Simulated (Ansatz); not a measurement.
Geometry optimisation, RKS CAM-B3LYP/def2-SVP in Ansatz.

Input:

```yaml
crystal:
  periodic: [false, false, false]
  atoms:
    - { symbol: Si, position_ang: [0.216923, 0.0, -0.029871] }
    - { symbol: F, position_ang: [0.272194, 0.0, 1.579627] }
    - { symbol: H, position_ang: [1.631981, 0.0, -0.500603] }
    - { symbol: H, position_ang: [-0.468377, 1.224441, -0.515635] }
    - { symbol: H, position_ang: [-0.468377, -1.224441, -0.515635] }
    - { symbol: H, position_ang: [-2.263976, 0.0, 0.951437] }
    - { symbol: H, position_ang: [-1.854668, 0.0, 1.542181] }
basis:
  gaussian: { orbitals: def2-SVP }
hamiltonian:
  xc: cam_b3lyp
relax:
  f_tol: 0.03
  max_steps: 50
```

Launched with:

```bash
$ ansatz run input.yaml --threads 1 --pin off --max-ram 2048MiB --backend cpu --events-out ev --progress --plain --runs-dir out
```

Task: Where does it end, and by what steps?

Result: It converged. The force dipped under the threshold on the way, but the program's further checks kept it going. After 18 steps the energy has fallen by 0.160 eV; H6 moved furthest, 1.55 Å.

```
step  energy less start (eV)  largest force component (eV/Å)  accepted
   0                  0.0000                           1.418       yes
   1                 -0.1064                           0.346       yes
   2                 -0.1350                           0.087       yes
   3                 -0.1408                           0.195       yes
   4                 -0.1442                           0.134       yes
   5                 -0.1476                           0.138       yes
   6                 -0.1482                           0.398       yes
   7                 -0.1514                           0.098       yes
   8                 -0.1533                           0.033       yes
   9                 -0.1534                           0.376       yes
  10                 -0.1560                           0.087       yes
  11                 -0.1568                           0.004       yes
  12                 -0.1577                           0.139       yes
  13                 -0.1584                           0.071       yes
  14                 -0.1590                           0.040       yes
  15                 -0.1593                           0.069       yes
  16                 -0.1595                           0.045       yes
  17                 -0.1596                           0.017       yes
  18                 -0.1597                           0.023       yes
```

```xyz
7
Properties=species:S:1:pos:R:3
Si 0.538 0.000 -0.382
F -0.240 0.000 1.045
H 1.998 0.000 -0.115
H 0.147 1.220 -1.131
H 0.147 -1.220 -1.131
H -3.121 0.000 2.242
H -2.403 0.000 1.983
```

Whether the end is a true minimum wasn't checked by a vibrational analysis.

Run time: 20 s on 1 thread of Arm Neoverse V2, with other jobs on the host, peak memory 0.11 GiB.
